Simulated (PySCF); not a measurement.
Species: 1-methylcyclopentene, C6H10.
Cartesian coordinates in Å at the PBE0-D3(BJ)/def2-SVP level; atoms count from 1:
```
atom  x, y, z in Å
C1     2.2707    0.3599   -0.0278
C2     0.7879    0.2173   -0.0295
C3    -0.1232    1.1462   -0.3517
C4    -1.5280    0.6175   -0.2936
C5    -1.3642   -0.7158    0.4591
C6     0.1168   -1.0941    0.2987
H7     2.5855    1.3710   -0.3222
H8     2.6887    0.1452    0.9704
H9     2.7373   -0.3608   -0.7212
H10    0.1214    2.1638   -0.6686
H11   -1.9291    0.4686   -1.3143
H12   -2.2299    1.3034    0.2092
H13   -2.0506   -1.4981    0.1033
H14   -1.5843   -0.5579    1.5267
H15    0.5379   -1.5704    1.2004
H16    0.2781   -1.8133   -0.5272
```

Method: PySCF 2.14.0, PBE0-D3(BJ)/def2-SVP geometry optimisation, gas phase.

Masses are those of the commonest isotopes; rigid-rotor values at the optimised geometry. The values belong to one conformer with, in the numbering `[CH3:1][C:2]1=[CH:3][CH2:4][CH2:5][CH2:6]1`, C2–C3–C4–C5 13°, C3–C4–C5–C6 -21°, C4–C5–C6–C2 21°, C1–C2–C6–C5 169°.

(1) Give the principal moments of inertia and the rotational constants in MHz.

(2) What kind of rotor is it?

(3) Is it planar, by Δ = Ic − Ia − Ib?

(4) Give the other two planar moments, Paa and Pbb, and the rms extents of the mass along the axes.

(5) Where do the levels up to J = 3 lie, in MHz?

(6) Predict some low-J microwave lines.

## Answers

(1) Ia = 72.30, Ib = 165.89, Ic = 223.86 u·Å²; 505379 MHz·u·Å²/I gives A = 6990, B = 3046, C = 2258 MHz.

(2) An asymmetric top; Ray's κ = -0.667.

(3) Not planar: Δ = Ic − Ia − Ib = -14.33 u·Å². For a rigid frame Δ = −2 Σ m c², so Σ m c² = 7.17 u·Å² lies off the ab plane: 6.53 from hydrogen and 0.64 from heavier atoms. The atom farthest from that plane is 1.22 Å away.

(4) Paa = Σ m a² = (Ib + Ic − Ia)/2 = 158.72 and Pbb = Σ m b² = (Ia + Ic − Ib)/2 = 65.13 u·Å². With the mass M = 82.08 u, the rms extents √(P/M) along a, b and c are 1.39, 0.89, 0.30 Å.

(5) Above 0(0,0):
J = 1: 1(0,1) 5304, 1(1,1) 9248, 1(1,0) 10037
J = 2: 2(0,2) 15805, 2(1,2) 19067, 2(1,1) 21434, 2(2,1) 33265, 2(2,0) 33372
J = 3: 3(0,3) 31302, 3(1,3) 33733, 3(1,2) 38457, 3(2,2) 49177, 3(2,1) 49699, 3(3,1) 70931, 3(3,0) 70940
Those of J = 1 are B + C, A + C and A + B.

(6) The dipole components are |μa| = 0.19 D, |μb| = 0.21 D, |μc| = 0.08 D. The squared components, which scale the intensities, stand as 0.79 : 1.00 : 0.13 (a : b : c). Some lines, for components of 0.1 D or more:

```tsv
type	branch	J(Ka,Kc)	MHz	lower level (cm⁻¹)
a	Q	3(2,1) ← 3(2,2)	522	1.640
a	Q	2(1,1) ← 2(1,2)	2367	0.636
a	Q	3(1,2) ← 3(1,3)	4724	1.125
b	Q	1(1,0) ← 1(0,1)	4733	0.177
b	R	3(1,2) ← 2(2,1)	5192	1.110
b	R	2(0,2) ← 1(1,1)	6557	0.308
b	Q	3(1,2) ← 3(0,3)	7155	1.044
a	R	2(1,2) ← 1(1,1)	9819	0.308
b	R	3(0,3) ← 2(1,2)	12235	0.636
b	R	2(1,2) ← 1(0,1)	13763	0.177
a	R	3(1,3) ← 2(1,2)	14666	0.636
a	R	3(0,3) ← 2(0,2)	15497	0.527
a	R	3(2,2) ← 2(2,1)	15912	1.110
a	R	3(2,1) ← 2(2,0)	16327	1.113
b	R	3(1,3) ← 2(0,2)	17928	0.527
b	Q	3(3,0) ← 3(2,1)	21241	1.658
b	R	2(2,1) ← 1(1,0)	23228	0.335
b	R	2(2,0) ← 1(1,1)	24124	0.308
b	R	3(2,2) ← 2(1,1)	27743	0.715
b	R	3(3,1) ← 2(2,0)	37559	1.113
b	R	3(3,0) ← 2(2,1)	37675	1.110
```

No frequency check. No vibrational averaging or centrifugal distortion is included, and the geometry carries the error of its method. A rigid rotor knows nothing of internal rotation, which can split or shift real lines.

Hardware: one thread, Arm Neoverse V1, on a shared host. Cost: 26 s of wall time. That covers the optimisation of the geometry.
